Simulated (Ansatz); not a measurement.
# FH2NSi: the cost of one run

All numbers are computed with Ansatz 0.2.0, driven from Python. Level of theory: r2SCAN0/def2-TZVPP.

## (1) The structure

Bond lengths: N1–Si2 1.645 Å, Si2–F3 1.578 Å, N1–H4 1.079 Å, N1–H5 1.030 Å. Angles: N1–Si2–F3 102.0°, Si2–N1–H4 109.4°, Si2–N1–H5 112.9°, H4–N1–H5 102.8°.

No structure file is read: the coordinates are typed or built in the script.

## (2) Script

Contents of fh2nsi_tae.py:

```python
# -*- coding: utf-8 -*-
from collections import Counter

import ansatz
from ase import Atoms


def total_energy(molecule, charge=0, unpaired=0):
    calc = molecule.calculation().basis(gaussian="def2-TZVPP").functional("r2scan0")
    if charge:
        calc = calc.charge(charge)
    if unpaired:
        calc = calc.spin("collinear", total=unpaired)
    return calc.run().report["free_energy_ev"]

atoms = Atoms(["N", "Si", "F", "H", "H"], positions=[
    [-0.6987, 0.2752, -0.1306],
    [0.02, -0.7717, 0.9148],
    [1.5096, -0.7866, 0.3935],
    [-0.18, 1.2212, -0.1043],
    [-0.601, -0.0118, -1.1148],
])
system = ansatz.Crystal.molecule_from_ase(atoms)

unpaired = {"N": 3, "Si": 2, "F": 1, "H": 1}
counts = Counter(site.symbol for site in system.cartesian_sites)
atom_energy = {s: total_energy(ansatz.Crystal.molecule().atom(s, (0, 0, 0)), 0, unpaired[s]) for s in counts}
whole = total_energy(system, 0, 0)
for s, e in atom_energy.items():
    print(f"{s:2s} x{counts[s]}  {e:14.5f} eV")
print(f"FH2NSi: {whole:.5f} eV")
split = sum(counts[s] * e for s, e in atom_energy.items()) - whole
print(f"atomisation energy (no zero-point term): {23.060548 * split:.1f} kcal/mol, {split / sum(counts.values()):.3f} eV an atom")
```

## (3) What the engine is handed

The package turns the script's settings into the engine's input (first run):

```yaml
crystal:
  periodic: [false, false, false]
  atoms:
    - { symbol: "N", position_ang: [0.0, 0.0, 0.0] }
basis:
  gaussian:
    orbitals: def2-TZVPP
hamiltonian:
  xc: r2scan0
magnetization:
  spin_polarized: true
  initial_magnetization: 3.0
```

## (4) The run

The run is started by

```
> python fh2nsi_tae.py
```

What time and memory should one allow on 1 thread of Arm Neoverse V2, shared host?

About 6.2 s, with a peak of 0.28 GiB.
